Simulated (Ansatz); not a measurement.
# HPS2: the cost of one run

Method: the settings change from run to run; program: Ansatz 0.2.0, Gaussian basis.

8 further runs of the same task are left out: 3 that didn't finish, 5 set aside as unsound or not needed.

**1. The geometry**

The geometry is a PBE0/def2-TZVP stationary point (not a proven minimum) with its atoms shifted at random (size 0.100 Å).

4 atoms, charge 0, spin multiplicity 1.

Atoms are counted from 1 here; the program's logs count them from 0.

Bond lengths: S1–P2 2.096 Å, S1–H4 1.300 Å, P2–S3 1.940 Å. Angles: P2–S1–H4 96.3°, S1–P2–S3 105.9°.

**2. CCSDT(Q)/6-31G**

in.yaml

```yaml
crystal:
  periodic: [false, false, false]
  atoms:
    - {symbol: S, position_ang: [0.082631, -0.393369, 1.616590]}
    - {symbol: P, position_ang: [-0.082243, 0.808148, -0.092960]}
    - {symbol: S, position_ang: [-0.005623, -0.405514, -1.604669]}
    - {symbol: H, position_ang: [0.077486, 0.580207, 2.477427]}
basis:
  gaussian: {orbitals: 6-31G}
magnetization: {spin_polarized: false}
hamiltonian: {xc: {name: PBE}}
correlation: {method: ccsdt_q, electrons: valence}
accuracy: high
scf: {lower_state_search: light}
```

Launch:

```
> ansatz run in.yaml --threads 1 --pin off --events-out ev --progress --plain --max-ram 2393MiB
```

What time and memory should one allow on 1 thread of Arm Neoverse V2, shared host?

About 13 s, with a peak of 0.29 GiB.
